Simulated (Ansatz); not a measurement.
Results of r²SCAN+rVV10 (Ansatz, an electronic-structure program, plane waves, PAW) for body-centred tetragonal In.

Settings: plane-wave cutoff 560 eV, 24×24×24 k mesh, Fermi–Dirac smearing 0.05 eV, scalar-relativistic PAW data made under PBE.

Shape and atoms are relaxed at each volume.

Pressure at four volumes; x = ln(V/25.666 Å³). One pressure is withheld.

```
V (Å³/atom)        x  P (GPa)
-----------  -------  -------
24.640       -0.0408        ?
25.153       -0.0202     0.98
25.666        0.0000     0.00
26.693        0.0392    -1.63
```

### Question
Pass a parabola P(x) through the three rows shown, estimate the bulk modulus and its pressure derivative near zero pressure, and predict the withheld pressure.

### Answer
Slopes between the rows: (0.00 − (0.98))/(0.0000 − (-0.0202)) = -48.51 and (-1.63 − (0.00))/(0.0392 − (0.0000)) = -41.58 GPa. Their difference over the span 0.0594 is c = 6.93/0.0594 = 116.7 GPa, so P(x) = 0.98 + (-48.51)(x − (-0.0202)) + 116.7 (x − (-0.0202))(x − (0.0000)). At the middle row B = −dP/dx = −[-48.51 + 116.7 × 0.0202] = 46.2 GPa, and B′ = dB/dP = 2c/B = 5.1. At x = -0.0408 the parabola gives 2.08 GPa; the run gives 2.08 GPa. The Birch–Murnaghan fit to the energies at all volumes has B0 = 46.0 GPa and B′ = 5.2.

Measured, for comparison: bulk modulus 44.7 GPa (copied from a table, unchecked, extrapolated to 0 K and zero-point effects removed; as tabulated in Lejaeghere et al. (2013), arXiv:1204.2733). Computed (rounded) less measured: bulk modulus not scored (unchecked).

Note: the bulk modulus comes from volumes at which shape and atoms were relaxed.

Spin–orbit coupling is not included.
